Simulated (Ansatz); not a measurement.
Counterpoise correction, worked out

The pair of F2 (SMILES FF, atoms 1–2) and H2O2 (SMILES OO, atoms 3–6), both closed shells, in one local arrangement (a lower one may exist), relaxed at PBE0-D4/def2-TZVP:

```xyz
6
angstrom
F -0.4775 -0.2973 -2.7370
F 0.1458 -0.0831 -1.5200
O -0.3946 -0.3199 1.4844
O 0.8288 0.1907 0.9636
H -0.8268 -0.6259 0.6768
H 0.7243 1.1356 1.1323
```

Computed with Ansatz 0.2.0 (basis: def2-TZVPPD); correlated methods freeze the cores.

MP2 total energies in eV:

| system | geometry | basis functions | energy |
| --- | --- | --- | --- |
| pair | pair | all | -9541.19134 |
| F2 | as in the pair | all (partner as ghosts) | -5422.88340 |
| H2O2 | as in the pair | all (partner as ghosts) | -4118.26836 |
| F2 | as in the pair | its own | -5422.87217 |
| H2O2 | as in the pair | its own | -4118.25827 |
| F2 | free (PBE0-D4 minimum) | its own | -5422.86566 |
| H2O2 | free (PBE0-D4 minimum) | its own | -4118.25919 |

(1) Work out the interaction energy with and without the counterpoise correction, the superposition error, and the binding energy from the relaxed fragments.

T1 diagnostic: at most 0.013. The restricted Hartree–Fock reference is unstable towards an unrestricted one at one or more of these structures.

Results:

(1) Without correction: -9541.19134 − (-5422.87217) − (-4118.25827) = -0.06090 eV.
With correction (each fragment in the whole basis): -9541.19134 − (-5422.88340) − (-4118.26836) = -0.03958 eV = -0.91 kcal/mol.
The superposition error is the difference, 0.02132 eV, 35 % of the uncorrected value: each fragment borrows its partner's functions.
Deformation from the free shapes: -0.00651 eV for F2 and 0.00092 eV for H2O2 (a small negative value is possible, since the free shapes are minima of another method).
Binding energy from relaxed fragments: -0.03958 + (-0.00651) + 0.00092 = -0.04517 eV = -1.04 kcal/mol (electronic, without zero-point energy; negative means bound). For comparison, the corrected interaction energy by CCSD(T) at an estimated basis limit (MP2 extrapolated from triple and quadruple zeta, plus CCSD(T) − MP2 in triple zeta) is -0.047 eV.

For scale, one of the runs: CCSD(T)/def2-TZVPPD, 194 basis functions, launched by `ansatz run in.yaml --threads 4 --pin off --events-out ev --progress --plain --max-ram 9574MiB`. Hardware: 4 CPU threads of an Arm Neoverse V2, shared host. Wall time 57 s; peak host memory 2.5 GiB.
